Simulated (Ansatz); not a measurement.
OS, SMILES S=O (connectivity only; charge and spin as stated), neutral, multiplicity 3.

Geometry: B3LYP-D3(BJ)/def2-TZVPD.

Two levels are set side by side: PBE/def2-TZVPD (Ansatz, an electronic-structure program) and CAM-B3LYP/def2-TZVPD (Ansatz). Energy differences of separate SCF runs at the same geometry; the states with an electron removed or added have multiplicity 2 and 2. Differences are taken from unrounded values.

| quantity | PBE |
|---|---|
| vertical ionisation energy (eV) | 10.46 |
| vertical electron affinity (eV) | 0.91 |

### Question
These are the PBE values. What does CAM-B3LYP give? (The exact figures need the calculation; the answer reports its results.)

### Answer

```tsv
quantity	CAM-B3LYP	PBE minus CAM-B3LYP
vertical ionisation energy (eV)	10.78	-0.32
vertical electron affinity (eV)	1.04	-0.12
```
